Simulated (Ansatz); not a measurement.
**Direct gap at Γ of zinc-blende InP: levels of theory against measurement**

Reference value: 1.42 eV (measured, 0 K, recommended value of a review; gaps at 0 K; as tabulated in Vurgaftman et al. (2001), doi:10.1063/1.1368156).

Question: Which of these levels comes closest to the reference?
A) Hartree–Fock (Ansatz (an electronic-structure program))
B) LDA+SOC (Ansatz)
C) BLYP (Ansatz)
D) r²SCAN+SOC (Ansatz)

Answer: D, r²SCAN+SOC (Ansatz)

| level (code) | value (eV) | difference (eV) |
|---|---|---|
| LDA+SOC (Ansatz) | 0.43 | -0.99 |
| BLYP (Ansatz) | 0.58 | -0.84 |
| r²SCAN+SOC (Ansatz) | 1.11 | -0.31 |
| Hartree–Fock (Ansatz) | 7.12 | +5.70 |

Of the ranked levels r²SCAN+SOC (-0.31 eV) comes nearest. Among them Hartree–Fock (+5.70 eV) misses by most. Of the ranked levels only r²SCAN+SOC lands within 0.5 eV.

Semilocal Kohn–Sham gaps run low as a rule, and all computed gaps are for a static lattice, while measured ones hold electron–phonon shifts unless said otherwise. Levels without +SOC have no spin–orbit coupling; where heavier elements are present it shifts gaps, mostly down, and can invert bands.  Values are at the measured cell. Cutoffs and k meshes differ between the levels. Ansatz's density-functional and Hartree–Fock values are scalar-relativistic unless marked +SOC, with PAW data made under PBE.

Differences are worked out from the printed values.
